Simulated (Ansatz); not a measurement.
Species: C2H5O, net charge -1, singlet state. It need not be the lowest isomer of its formula. Whether it binds its extra electron was not tested at this geometry. 
Geometry from a B3LYP-D3(BJ)/def2-TZVP (Ansatz, an electronic-structure program) optimisation:
SMILES: O[CH-]C
```xyz
8

C      1.1450    -0.3814     0.1474
C      0.0320     0.6571     0.1106
O     -1.2331    -0.1262    -0.2193
H     -1.7954     0.0945     0.5218
H      0.2075     1.2392    -0.8193
H      2.1194     0.1301     0.1669
H      1.0995    -1.0098     1.0504
H      1.1713    -1.0987    -0.7136
```
Charge -1, spin multiplicity 1.

Basis-set convergence of Hartree-Fock and CCSD(T) correlation energies (hartree) with Ansatz. Correlated levels leave the core frozen unless marked. No spin-orbit coupling. No relativistic terms. This anion needs diffuse functions, which these sets lack.

```csv
basis,functions,E(HF),"E(corr, CCSD(T))"
cc-pVDZ,-,-153.38507,-0.53597
cc-pVTZ,160,___,___
```

Problem. What belongs in the gaps?

Solution. 
- cc-pVTZ, E(HF): -153.44173
- cc-pVTZ, E(corr, CCSD(T)): -0.66418
